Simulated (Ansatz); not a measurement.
# Other spins and charges of AlP, singlet at one geometry

Geometry (PBE0/def2-TZVP stationary point for this spin):

```xyz
2

Al    0.0000    0.0000    0.0000
P     0.0000    0.0000    2.0726
```

Basis 6-31G; Ansatz 0.2.0. Correlated methods freeze the noble-gas cores. Prefix R: restricted or restricted open-shell reference. Active spaces: valence = (8e, 8o) chosen from the atoms' valence shells.

Gaps are energies of the second state less the first, at fixed atoms, for a selection of the levels run; each method lands on the state that its own search finds for that charge and spin.

Removing an electron, to the doublet: 7.885 eV at full CI (singlet A1, doublet ion B2, in C2v).

Large singles or doubles amplitudes warn of static correlation in the AlP singlet and the AlP⁺ doublet.

| level | gap (eV) | error (meV) |
| --- | --- | --- |
| RHF | 7.098 | -787 |
| RMP2 | 7.951 | 66 |
| RCCSD | 7.807 | -78 |
| RCCSD(T) | 7.880 | -5 |
| BCCD(T) | 7.890 | 5 |
| RCCSDT | 7.872 | -13 |
| CISDTQ | 7.845 | -40 |
| RCCSDT(Q) | 7.894 | 9 |
| RCCSDTQ | 7.882 | -3 |
| CASSCF (valence space) | 7.678 | -207 |
| NEVPT2 (valence space) | 7.816 | -69 |
| MRCISD (valence space) | 7.875 | -10 |
| MRCISD+Q (valence space) | 7.882 | -3 |

Triplet less singlet: -0.196 eV at full CI (singlet A1, triplet B2, in C2v).

Large singles or doubles amplitudes warn of static correlation in the AlP singlet.

| level | gap (eV) | error (meV) |
| --- | --- | --- |
| RHF | -1.389 | -1193 |
| RMP2 | -0.372 | -176 |
| RCCSD | -0.318 | -122 |
| RCCSD(T) | -0.213 | -17 |
| BCCD(T) | -0.210 | -14 |
| RCCSDT | -0.209 | -13 |
| CISDTQ | -0.244 | -48 |
| RCCSDT(Q) | -0.185 | 11 |
| RCCSDTQ | -0.199 | -3 |
| CASSCF (valence space) | -0.085 | 111 |
| NEVPT2 (valence space) | -0.163 | 33 |
| MRCISD (valence space) | -0.192 | 4 |
| MRCISD+Q (valence space) | -0.197 | -1 |

Full CI is exact within this basis and frozen core; it isn't the basis-set limit.
